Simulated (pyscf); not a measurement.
## Substitution at N: `[F][Si]([F])[F]` [doublet] + `[NH3]` -> `[NH2][Si]([F])([F])[F]` + `[H]` [doublet]

Gas phase, doublet surface, charge 0. Bonds broken: N5–H7. Bonds formed: Si2–N5. Single points on ωB97X-D3(BJ)/def2-SVP structures (PySCF, gas phase).

Transition state (Å):

```xyz
8

F      1.1831    -0.8242    -1.1223
Si     0.0716     0.0258    -0.3254
F      0.7759     1.4514    -0.0082
F     -1.1326     0.3650    -1.3396
N     -0.7001    -1.2896     0.6914
H     -1.4730    -0.8979     1.2400
H     -1.2592    -2.4485     0.3184
H     -0.0243    -1.6412     1.3781
```

One imaginary mode, 1779i cm⁻¹; descent along it reached the two sides named, in the forms told below.

```json
[
 {"bond": "N5–H7", "change": "breaks", "reactant side (Å)": "1.023", "saddle": "1.340", "product side": "3.4"},
 {"bond": "Si2–N5", "change": "forms", "reactant side (Å)": "2.188", "saddle": "1.833", "product side": "1.683"}
]
```

Electronic energies relative to the separated reactants (kcal/mol):

```json
[
 {"level": "ωB97X-D3(BJ)/def2-TZVP", "barrier": "14.5", "reaction energy": "-10.7", "reverse barrier": "25.2"},
 {"level": "PBE/def2-TZVP", "barrier": "7.5", "reaction energy": "-3.7", "reverse barrier": "11.2"},
 {"level": "r²SCAN/def2-TZVP", "barrier": "8.0", "reaction energy": "-6.4", "reverse barrier": "14.4"},
 {"level": "B3LYP-D3(BJ)/def2-TZVP", "barrier": "10.6", "reaction energy": "-5.6", "reverse barrier": "16.2"},
 {"level": "PBE0-D3(BJ)/def2-TZVP", "barrier": "9.8", "reaction energy": "-7.9", "reverse barrier": "17.7"},
 {"level": "M06-2X/def2-TZVP", "barrier": "13.6", "reaction energy": "-10.2", "reverse barrier": "23.7"},
 {"level": "ωB97M-D3(BJ)/def2-TZVP", "barrier": "12.7", "reaction energy": "-10.1", "reverse barrier": "22.8"},
 {"level": "HF/def2-TZVP", "barrier": "30.5", "reaction energy": "-13.3", "reverse barrier": "43.8"}
]
```

With ωB97M-D3(BJ)/def2-TZVP energies and thermal terms (ideal gas, 1 atm, RRHO with modes under 100 cm⁻¹ raised to 100, one conformer, R ln 2 for rigid chiral ones), in kcal/mol:

```json
[
 {"T (K)": "298", "ΔH‡": "9.4", "ΔG‡": "19.6", "ΔH": "-14.5", "ΔG": "-12.1"},
 {"T (K)": "600", "ΔH‡": "10.0", "ΔG‡": "29.8", "ΔH": "-12.9", "ΔG": "-10.3"},
 {"T (K)": "900", "ΔH‡": "11.0", "ΔG‡": "39.4", "ΔH": "-11.3", "ΔG": "-9.3"},
 {"T (K)": "1200", "ΔH‡": "12.1", "ΔG‡": "48.8", "ΔH": "-9.7", "ΔG": "-8.9"}
]
```

On the reactant side the descent ends in an adduct with a N–Si contact, 14.0 kcal/mol under the separated species and 28.5 kcal/mol under the saddle at ωB97X-D3(BJ)/def2-TZVP. What is counted as formed (N–Si) is already present as a longer contact in the reactant adduct; forming that adduct is a step of its own. One saddle was located; it need not be the lowest between these sides. The angle at the attacked N is 130°.
